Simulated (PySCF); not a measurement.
H2S, SMILES S.

Geometry: PBE0-D3(BJ)/def2-TZVPD.

Computed with PySCF with TDDFT-PBE/def2-TZVPD.

Vertical excitations. Isolated molecule, no solvent. State labels are in the subgroup C2v.

**Question.** List the lowest excited states. (An estimate is asked for; the answer gives what the named calculation found.)

**Answer.** 
```tsv
state	symmetry	energy (eV)	λ (nm)	f	main pairs
S1	B1	5.79	214	0.061	HOMO→LUMO 99 %
S2	A2	5.86	211	0.000	HOMO→LUMO+1 100 %
S3	A2	6.98	178	0.000	HOMO→LUMO+2 100 %
S4	B1	7.18	173	0.003	HOMO→LUMO+3 99 %
S5	A1	7.48	166	0.000	HOMO→LUMO+4 98 %
S6	B1	8.42	147	0.077	HOMO→LUMO+5 73 %, HOMO→LUMO+6 26 %
S7	A1	8.62	144	0.104	HOMO−1→LUMO 96 %
S8	B2	8.93	139	0.002	HOMO→LUMO+7 51 %, HOMO−1→LUMO+1 48 %
S9	B1	9.02	138	0.196	HOMO→LUMO+6 73 %, HOMO→LUMO+5 23 %
S10	A1	9.50	130	0.146	HOMO→LUMO+8 90 %
T1	A2	5.34	232	0	HOMO→LUMO+1 100 %
T2	B1	5.39	230	0	HOMO→LUMO 99 %
T3	A2	6.93	179	0	HOMO→LUMO+2 100 %
T4	B1	7.09	175	0	HOMO→LUMO+3 98 %
```
Triplets are in the Tamm–Dancoff approximation, which puts them higher than full response would, so one can lie above its singlet here.
